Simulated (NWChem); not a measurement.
The numbers come from NWChem runs, not from measurements. System: N (+1), charge 1, spin multiplicity 3. Its SCF solution wasn't tested for a lower state. Level: UCCSD(T)/def2-QZVP, 1 core orbitals frozen.

Job file:

```
start mol
memory heap 100 mb stack 700 mb global 1900 mb
charge 1
geometry units angstroms nocenter noautoz
  N      0.000000     0.000000     0.000000
  symmetry group D2h
end
basis spherical
  * library def2-qzvp
end
scf
  uhf
  nopen 2
  maxiter 100
  thresh 1e-7
  semidirect memsize 60000000 filesize 0
  # guess.movecs holds the orbitals of an unrestricted PBE0 run
  vectors input guess.movecs output mol.movecs
end
tce
  freeze core 1
  ccsd(t)
  thresh 1e-6
  maxiter 100
  tilesize 24
end
task tce energy
```

Part of the output:

```
             Northwest Computational Chemistry Package (NWChem) 7.3.0
             --------------------------------------------------------

                                NWChem Input Module
                                -------------------

 Scaling coordinates for geometry "geometry" by  1.889725989
 (inverse scale =  0.529177249)

                             Geometry "geometry" -> ""
                             -------------------------

 Output coordinates in angstroms (scale by  1.889725989 to convert to a.u.)

  No.       Tag          Charge          X              Y              Z
 ---- ---------------- ---------- -------------- -------------- --------------
    1 N                    7.0000     0.00000000     0.00000000     0.00000000

 Effective nuclear repulsion energy (a.u.)       0.0000000000

            Nuclear Dipole moment (a.u.)
            ----------------------------
        X                 Y               Z
 ---------------- ---------------- ----------------
     0.0000000000     0.0000000000     0.0000000000

      Symmetry information
      --------------------

 Group name             D2h
 Group number             26
 Group order               8
 No. of unique centers     1

      Symmetry unique atoms

     1


 Summary of "ao basis" -> "" (spherical)
 ------------------------------------------------------------------------------
       Tag                 Description            Shells   Functions and Types
 ---------------- ------------------------------  ------  ---------------------
 *                         def2-qzvp                  on all atoms

 Summary of "ao basis" -> "ao basis" (spherical)
 ------------------------------------------------------------------------------
       Tag                 Description            Shells   Functions and Types
 ---------------- ------------------------------  ------  ---------------------
 N                         def2-qzvp                17       57   7s4p3d2f1g

                                 NWChem SCF Module
                                 -----------------

  ao basis        = "ao basis"
  functions       =    57
  atoms           =     1
  alpha electrons =     4
  beta  electrons =     2
  charge          =   1.00
  wavefunction    = UHF
  use symmetry    = T
  symmetry adapt  = T

 Summary of "ao basis" -> "ao basis" (spherical)
 ------------------------------------------------------------------------------
       Tag                 Description            Shells   Functions and Types
 ---------------- ------------------------------  ------  ---------------------
 N                         def2-qzvp                17       57   7s4p3d2f1g

      Symmetry analysis of basis
      --------------------------

        ag         16
        au          2
        b1g         5
        b1u         8
        b2g         5
        b2u         8
        b3g         5
        b3u         8

 Forming initial guess at       0.1s

   Symmetry analysis of molecular orbitals - initial alpha
   -------------------------------------------------------

  Numbering of irreducible representations:

     1 ag          2 au          3 b1g         4 b1u         5 b2g
     6 b2u         7 b3g         8 b3u

  Orbital symmetries:

     1 ag          2 ag          3 b3u         4 b1u         5 b2u
     6 b1u         7 b3u         8 ag          9 b2u        10 ag
    11 b2g        12 b3g        13 b1g        14 ag

   Symmetry analysis of molecular orbitals - initial beta
   ------------------------------------------------------

  Numbering of irreducible representations:

     1 ag          2 au          3 b1g         4 b1u         5 b2g
     6 b2u         7 b3g         8 b3u

  Orbital symmetries:

     1 ag          2 ag          3 b2u         4 b1u         5 b3u
     6 b2u         7 b1u         8 b3u         9 ag         10 ag
    11 b1g        12 b3g        13 b2g        14 ag

 Starting SCF solution at       0.1s

 ----------------------------------------------
         Quadratically convergent UHF

 Convergence threshold     :          1.000E-07
 Maximum no. of iterations :          100
 Integral*density screening:          1.000E-09
 ----------------------------------------------

              iter       energy          gnorm     gmax       time
             ----- ------------------- --------- --------- --------
                 1      -53.8909376972  5.25D-01  2.80D-01      0.5
                 2      -53.8936555214  3.31D-02  1.37D-02      0.6
                 3      -53.8937690576  7.47D-04  3.12D-04      0.6
                 4      -53.8937691300  2.01D-07  1.03D-07      0.7
                 5      -53.8937691300  3.36D-09  1.20D-09      0.7

       Final UHF  results
       ------------------

         Total SCF energy =    -53.893769130044
      One electron energy =    -70.059502041248
      Two electron energy =     16.165732911204
 Nuclear repulsion energy =      0.000000000000

                       Sz =      1.0000
                 Sz(Sz+1) =      2.0000
                      S^2 =      2.0070

        Time for solution =      0.6s

       Symmetry analysis of molecular orbitals - alpha
       -----------------------------------------------

  Numbering of irreducible representations:

     1 ag          2 au          3 b1g         4 b1u         5 b2g
     6 b2u         7 b3g         8 b3u

  Orbital symmetries:

     1 ag          2 ag          3 b1u         4 b3u         5 b2u
     6 b1u         7 b3u         8 b2u         9 ag         10 b2g
    11 ag         12 b1g        13 b3g        14 ag

       Symmetry analysis of molecular orbitals - beta
[...]
    16     -0.301920  1 N  pz

 Vector    4  Occ=1.000000D+00  E=-1.116577D+00  Symmetry=b3u
              MO Center= -1.5D-22,  7.9D-36,  7.5D-33, r^2= 5.4D-01
   Bfn.  Coefficient  Atom+Function         Bfn.  Coefficient  Atom+Function
  ----- ------------  ---------------      ----- ------------  ---------------
    11     -0.430025  1 N  px                 8      0.404861  1 N  px
    14     -0.301920  1 N  px

 Vector    5  Occ=0.000000D+00  E=-4.604894D-01  Symmetry=b2u
              MO Center= -1.1D-34,  4.3D-18, -1.7D-35, r^2= 8.3D-01
   Bfn.  Coefficient  Atom+Function         Bfn.  Coefficient  Atom+Function
  ----- ------------  ---------------      ----- ------------  ---------------
    15      0.361192  1 N  py                12      0.353598  1 N  py
     9     -0.319858  1 N  py                18      0.188813  1 N  py

 Vector    6  Occ=0.000000D+00  E= 9.051985D-03  Symmetry=b1u
              MO Center=  4.0D-32,  1.2D-36, -4.7D-21, r^2= 4.2D+00
   Bfn.  Coefficient  Atom+Function         Bfn.  Coefficient  Atom+Function
  ----- ------------  ---------------      ----- ------------  ---------------
    19      1.379135  1 N  pz                16     -0.638514  1 N  pz
    10      0.169337  1 N  pz

 Vector    7  Occ=0.000000D+00  E= 9.051985D-03  Symmetry=b3u
              MO Center= -1.9D-20,  1.1D-35, -3.6D-32, r^2= 4.2D+00
   Bfn.  Coefficient  Atom+Function         Bfn.  Coefficient  Atom+Function
  ----- ------------  ---------------      ----- ------------  ---------------
    17      1.379135  1 N  px                14     -0.638514  1 N  px
     8      0.169337  1 N  px

                     UHF Final Beta Molecular Orbital Analysis
                     -----------------------------------------

 Vector    2  Occ=1.000000D+00  E=-1.305905D+00  Symmetry=ag
              MO Center=  3.9D-20, -7.8D-19,  1.8D-18, r^2= 5.6D-01
   Bfn.  Coefficient  Atom+Function         Bfn.  Coefficient  Atom+Function
  ----- ------------  ---------------      ----- ------------  ---------------
     6      0.618291  1 N  s                  5      0.333725  1 N  s
     7      0.190700  1 N  s                  3     -0.160316  1 N  s

 Vector    3  Occ=0.000000D+00  E=-4.045784D-01  Symmetry=b2u
              MO Center= -5.1D-19, -4.6D-18,  9.8D-19, r^2= 9.4D-01
   Bfn.  Coefficient  Atom+Function         Bfn.  Coefficient  Atom+Function
  ----- ------------  ---------------      ----- ------------  ---------------
    15      0.363245  1 N  py                12      0.327033  1 N  py
     9     -0.302602  1 N  py                18      0.240370  1 N  py

 Vector    4  Occ=0.000000D+00  E=-3.273916D-01  Symmetry=b3u
              MO Center=  4.6D-20,  1.3D-22,  7.1D-19, r^2= 1.1D+00
   Bfn.  Coefficient  Atom+Function         Bfn.  Coefficient  Atom+Function
  ----- ------------  ---------------      ----- ------------  ---------------
    14      0.340187  1 N  px                17      0.322196  1 N  px
    11      0.298919  1 N  px                 8     -0.284385  1 N  px

 Vector    5  Occ=0.000000D+00  E=-3.273916D-01  Symmetry=b1u
              MO Center= -2.6D-31, -1.6D-34, -3.7D-19, r^2= 1.1D+00
   Bfn.  Coefficient  Atom+Function         Bfn.  Coefficient  Atom+Function
  ----- ------------  ---------------      ----- ------------  ---------------
    16      0.340187  1 N  pz                19      0.322196  1 N  pz
    13      0.298919  1 N  pz                10     -0.284385  1 N  pz

 center of mass
 --------------
 x =   0.00000000 y =   0.00000000 z =   0.00000000

 moments of inertia (a.u.)
 ------------------
           0.000000000000           0.000000000000           0.000000000000
           0.000000000000           0.000000000000           0.000000000000
           0.000000000000           0.000000000000           0.000000000000

  Mulliken analysis of the total density
  --------------------------------------

    Atom       Charge   Shell Charges
 -----------   ------   -------------------------------------------------------
    1 N    7     6.00   1.06  0.00  0.69  0.21  0.58  1.20  0.26  0.65  0.82  0.49  0.04  0.00  0.00  0.00  0.00  0.00  0.00

  Mulliken analysis of the alpha density
  --------------------------------------

    Atom       Charge   Shell Charges
 -----------   ------   -------------------------------------------------------
    1 N    7     4.00   0.53  0.00  0.34  0.10  0.32  0.61  0.10  0.65  0.82  0.49  0.04  0.00  0.00  0.00  0.00  0.00  0.00

   Mulliken analysis of the beta density
   -------------------------------------

    Atom       Charge   Shell Charges
 -----------   ------   -------------------------------------------------------
    1 N    7     2.00   0.53  0.00  0.34  0.10  0.26  0.59  0.16  0.00  0.00  0.00 -0.00  0.00  0.00  0.00 -0.00  0.00  0.00

   Mulliken analysis of the spin density
   -------------------------------------

    Atom       Charge   Shell Charges
 -----------   ------   -------------------------------------------------------
    1 N    7     2.00   0.00 -0.00 -0.00 -0.00  0.05  0.01 -0.07  0.65  0.82  0.49  0.04  0.00  0.00  0.00  0.00  0.00 -0.00

       Multipole analysis of the density wrt the origin
       ------------------------------------------------

     L   x y z        total         alpha         beta         nuclear
     -   - - -        -----         -----         ----         -------
     0   0 0 0      1.000000     -4.000000     -2.000000      7.000000

     1   1 0 0     -0.000000     -0.000000     -0.000000      0.000000
     1   0 1 0     -0.000000     -0.000000      0.000000      0.000000
     1   0 0 1     -0.000000      0.000000     -0.000000      0.000000

     2   2 0 0     -2.841024     -2.175601     -0.665423      0.000000
     2   1 1 0     -0.000000     -0.000000     -0.000000      0.000000
     2   1 0 1      0.000000      0.000000     -0.000000      0.000000
     2   0 2 0     -2.070919     -1.344890     -0.726029      0.000000
     2   0 1 1     -0.000000     -0.000000      0.000000      0.000000
     2   0 0 2     -2.841024     -2.175601     -0.665423      0.000000

                   NWChem Extensible Many-Electron Theory Module
                   ---------------------------------------------


            General Information
            -------------------
      Number of processors :     1
         Wavefunction type : Unrestricted Hartree-Fock
          No. of electrons :     6
           Alpha electrons :     4
            Beta electrons :     2
           No. of orbitals :   114
            Alpha orbitals :    57
             Beta orbitals :    57
        Alpha frozen cores :     1
         Beta frozen cores :     1
     Alpha frozen virtuals :     0
      Beta frozen virtuals :     0
         Spin multiplicity : triplet
    Number of AO functions :    57
       Number of AO shells :    17
        Use of symmetry is : on
      Symmetry adaption is : on
         Schwarz screening : 0.10D-09

          Correlation Information
          -----------------------
          Calculation type : Coupled-cluster singles & doubles w/ perturbation
   Perturbative correction : (T)
            Max iterations :      100
        Residual threshold : 0.10D-05
     T(0) DIIS level shift : 0.00D+00
     L(0) DIIS level shift : 0.00D+00
     T(1) DIIS level shift : 0.00D+00
     L(1) DIIS level shift : 0.00D+00
     T(R) DIIS level shift : 0.00D+00
     T(I) DIIS level shift : 0.00D+00
   CC-T/L Amplitude update :  5-th order DIIS
                I/O scheme : Global Array Library
        L-threshold :  0.10D-05
        EOM-threshold :  0.10D-05
 no EOMCCSD initial starts read in
 TCE RESTART OPTIONS
 SLICE:      F
 D4D5:       F
 quantumc:   F
 qrotation:  F
 pwtce:      F
 qducc:      F
 nacto:                         0
 nrotv:                         0
 nrot:                          0

            Memory Information
            ------------------
          Available GA space size is     249030302 doubles
          Available MA space size is     104853900 doubles

 Maximum block size supplied by input
 Maximum block size        24 doubles

 tile_dim =     14

 -------------------------------------------------

 Global array virtual files algorithm will be used

 Parallel file system coherency ......... OK


 half-transformed integrals in memory

 2-e (intermediate) file size =        21852774
 2-e (intermediate) file name = ./mol.v2i

 2-e integrals stored in memory



CCSD iterations
 ---------------------------------------------------------
 Iter          Residuum       Correlation     Cpu    Wall
 ---------------------------------------------------------
    1   0.1177817651305  -0.0770984272955     0.0     0.0
    2   0.0460842942501  -0.0901820121507     0.0     0.0
    3   0.0218631280615  -0.0940029704628     0.0     0.0
    4   0.0111310812094  -0.0955360294213     0.0     0.0
    5   0.0058152971779  -0.0962344481948     0.1     0.1
    6   0.0002197745651  -0.0969276108686     0.0     0.0
    7   0.0000721290515  -0.0969280850861     0.0     0.0
    8   0.0000320682996  -0.0969278519890     0.0     0.0
    9   0.0000153683661  -0.0969278348628     0.1     0.1
   10   0.0000076302283  -0.0969278581211     0.1     0.1
   11   0.0000006236098  -0.0969279243588     0.1     0.1
 -----------------------------------------------------------------
 Iterations converged
 CCSD correlation energy / hartree =        -0.096927924358795
 CCSD total energy / hartree       =       -53.990697054403057

 Singles contributions

 Doubles contributions
     5b2u (alpha)     3b2u (beta ) ---     2ag  (alpha)     2ag  (beta )       -0.1176731653
 CCSD(T)
 Using plain CCSD(T) code
             total no. of tasks          489
 total no. of tasks / no. procs          489
                         wl_min           20           1.6
                         wl_max         2744           3.7
        thresh for no. of tasks          489

 CCSD[T]  correction energy / hartree =        -0.001838144142585
 CCSD[T] correlation energy / hartree =        -0.098766068501380
 CCSD[T] total energy / hartree       =       -53.992535198545646
 CCSD(T)  correction energy / hartree =        -0.001820854258702
 CCSD(T) correlation energy / hartree =        -0.098748778617497
 CCSD(T) total energy / hartree       =       -53.992517908661760

 Task  times  cpu:        4.9s     wall:        4.9s

 Total times  cpu:        5.0s     wall:        5.0s
```
